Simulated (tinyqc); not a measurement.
Worked calculation: RKS/LDA (PW92) in the sto-3g basis, for H2O, spin multiplicity 1. One step of it, computed by the program tinyqc.

Task: Iteration 2: diagonalisation and new density. Diagonalise F' = X^T F X, C = X C', fill 5 alpha and 5 beta electrons from the bottom; D = 2 C_occ C_occ^T. Each column has its largest component positive (the first on a tie).

Kohn-Sham matrix F (hartree), order 1O 1s, 1O 2s, 1O 2px, 1O 2py, 1O 2pz, 2H 1s, 3H 1s:
```
[[-17.290866, -4.540326, 0.000991, -0.000893, -0.016031, -0.652577, -0.652520],
 [-4.540326, -1.385839, 0.004101, -0.004787, -0.163489, -0.430181, -0.428487],
 [0.000991, 0.004101, 0.458476, -0.000085, 0.000984, 0.000947, 0.000967],
 [-0.000893, -0.004787, -0.000085, 0.365520, 0.000679, -0.139724, 0.136577],
 [-0.016031, -0.163489, 0.000984, 0.000679, 0.390543, -0.159679, -0.158928],
 [-0.652577, -0.430181, 0.000947, -0.139724, -0.159679, -0.277001, -0.154561],
 [-0.652520, -0.428487, 0.000967, 0.136577, -0.158928, -0.154561, -0.272391]]
```

X, order 1O 1s, 1O 2s, 1O 2px, 1O 2py, 1O 2pz, 2H 1s, 3H 1s:
```
[[1.023408, -0.134635, 0.000000, 0.000000, -0.006768, 0.017645, 0.017645],
 [-0.134635, 1.132339, 0.000000, 0.000000, 0.062823, -0.197792, -0.197792],
 [0.000000, 0.000000, 1.000000, 0.000000, 0.000000, 0.000000, 0.000000],
 [0.000000, 0.000000, 0.000000, 1.058069, 0.000000, -0.154309, 0.154309],
 [-0.006768, 0.062823, 0.000000, 0.000000, 1.035744, -0.112974, -0.112974],
 [0.017645, -0.197792, 0.000000, -0.154309, -0.112974, 1.107793, -0.060325],
 [0.017645, -0.197792, 0.000000, 0.154309, -0.112974, -0.060325, 1.107793]]
```

Give: F' = X^T F X; orbital energies; coefficients C; D after iteration 2.

Result:

F' = X^T F X (hartree):
```
[[-16.927, -2.519, 0.000, 0.000, -0.029, -0.062, -0.063],
 [-2.519, -0.438, 0.004, -0.005, -0.059, -0.215, -0.215],
 [0.000, 0.004, 0.458, 0.000, 0.001, 0.000, 0.000],
 [0.000, -0.005, 0.000, 0.494, 0.001, -0.216, 0.215],
 [-0.029, -0.059, 0.001, 0.001, 0.469, -0.170, -0.169],
 [-0.062, -0.215, 0.000, -0.216, -0.170, -0.100, -0.051],
 [-0.063, -0.215, 0.000, 0.215, -0.169, -0.051, -0.096]]
```

orbital energies (hartree): [-17.304, -0.448, -0.184, 0.153, 0.458, 0.555, 0.631]

coefficients C, order 1O 1s, 1O 2s, 1O 2px, 1O 2py, 1O 2pz, 2H 1s, 3H 1s:
```
[[0.992, -0.160, -0.002, -0.233, -0.002, -0.038, 0.002],
 [0.032, 0.487, 0.005, 1.040, 0.008, 0.252, -0.008],
 [0.000, -0.003, 0.000, -0.009, 1.000, 0.013, -0.001],
 [0.000, 0.005, -0.235, 0.008, 0.001, -0.007, 1.054],
 [0.004, 0.159, 0.003, -0.148, -0.014, 1.027, 0.008],
 [-0.006, 0.426, -0.686, -0.532, 0.001, -0.379, -0.479],
 [-0.006, 0.413, 0.695, -0.523, 0.002, -0.386, 0.480]]
```

D after iteration 2, order 1O 1s, 1O 2s, 1O 2px, 1O 2py, 1O 2pz, 2H 1s, 3H 1s:
```
[[2.129, -0.576, 0.001, -0.004, 0.025, 0.101, 0.097],
 [-0.576, 2.638, -0.007, 0.019, -0.154, -0.698, -0.679],
 [0.001, -0.007, 2.000, 0.001, -0.027, 0.009, 0.011],
 [-0.004, 0.019, 0.001, 0.110, -0.002, 0.317, -0.331],
 [0.025, -0.154, -0.027, -0.002, 0.095, 0.290, 0.290],
 [0.101, -0.698, 0.009, 0.317, 0.290, 1.869, -0.043],
 [0.097, -0.679, 0.011, -0.331, 0.290, -0.043, 1.854]]
```
